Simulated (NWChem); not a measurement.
**Atomisation of hydrogen chloride (HCl)**

```xyz
2

Cl     0.0000     0.0000     0.0714
H      0.0000     0.0000    -1.2138
```
Charge 0, spin multiplicity 1.

All runs are NWChem calculations. The geometry was optimised at PBE0/def2-SVP, a minimum by its harmonic frequencies.

Basis set: def2-TZVP. The atomisation energy is electronic alone: no zero-point, thermal, spin-orbit or counterpoise terms. No value is extrapolated to the basis-set limit. Free atoms are single determinants with multiplicities Cl 2, H 2. Correlated methods freeze the same cores in atoms and molecule, 5 orbitals in all.

| method | atomisation energy (kcal/mol) |
|---|---|
| B3LYP | 104.1 |
| BLYP | 103.6 |
| CCSD(T) | 101.5 |
| PBE | 105.6 |
| HF | 76.1 |
| PBE0 | 104.1 |
| BP86 | 108.1 |
| MP2 | 102.0 |
| M06-2X | 105.0 |

The values span 32.0 kcal/mol, from HF (lowest) to BP86 (highest). 

The correlated methods keep 5 core orbitals frozen. B3LYP has NWChem's definition, with VWN1-RPA local correlation. No SCF solution was tested for a lower state. Open-shell Hartree-Fock references start from PBE0 orbitals. No row is a measurement; the coupled-cluster row has its own basis-set and correlation limits.
